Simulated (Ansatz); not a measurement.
# LO phonon frequency at L of rock-salt CaO at several levels of theory

No measured value is used here.

| level (code) | value (cm⁻¹) | cell (Å³/atom) |
|---|---|---|
| LDA (Ansatz) | 486 | 13.04 |
| PBE (Ansatz) | 459 | 14.09 |
| r²SCAN (Ansatz) | 481 | 13.78 |
| B3LYP (VWN-RPA form) (Ansatz) | 480 | 14.10 |
| HSE06 (Ansatz) | 484 | 13.81 |
| LC-ωPBE (Ansatz) | ? | 13.83 |
| r²SCAN0 (Ansatz) | ? | 13.64 |
| r²SCANh (Ansatz) | 488 | 13.72 |
| Hartree–Fock (Ansatz) | ? | 14.33 |

Task: Fill in the missing entries.

Result: 
- LC-ωPBE (Ansatz, a first-principles code), value (cm⁻¹): 491
- r²SCAN0 (Ansatz), value (cm⁻¹): 497
- Hartree–Fock (Ansatz), value (cm⁻¹): 515

Each level is taken at its own relaxed cell. Cutoffs differ between the levels. Ansatz's density-functional and Hartree–Fock values are scalar-relativistic unless marked +SOC, with PAW data made under PBE.
